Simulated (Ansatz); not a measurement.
`[NH2][AlH][OH]`. Total charge 0; spin multiplicity 1. All single points use the PBE0-D4/def2-TZVP geometry. It is one conformer, not always the lowest.

```xyz
7

N    -0.226   -1.003    0.853
Al    0.001    0.515   -0.008
O     0.441    0.408   -1.645
H    -0.116   -1.919    0.450
H    -0.487   -1.073    1.823
H    -0.200    1.899    0.725
H     0.587    1.173   -2.197
```

(1) What is the dipole moment at B3LYP/def2-TZVPP? (An estimate is asked.)

(2) And with PBE, r2SCAN, ωB97M-V? (Estimate.)

(3) Give the Mulliken charges with B3LYP, r2SCAN, ωB97M-V in def2-TZVPP. (Estimate.)

Answers

(1) Ansatz gave: 0.42 D, with components (-0.10, 0.14, 0.38) D in this frame, pointing from negative to positive charge.

(2) Ansatz gave: PBE 0.36 D, r2SCAN 0.36 D, ωB97M-V 0.41 D.

(3) Ansatz gave: 
```csv
atom,B3LYP,r2SCAN,ωB97M-V
N1,-0.43,-0.49,-0.39
Al2,0.58,0.62,0.55
O3,-0.42,-0.45,-0.41
H4,0.14,0.16,0.12
H5,0.13,0.15,0.10
H6,-0.16,-0.17,-0.13
H7,0.17,0.18,0.16
```

B3LYP here is the variant with VWN-RPA as its local correlation; programs differ in this.
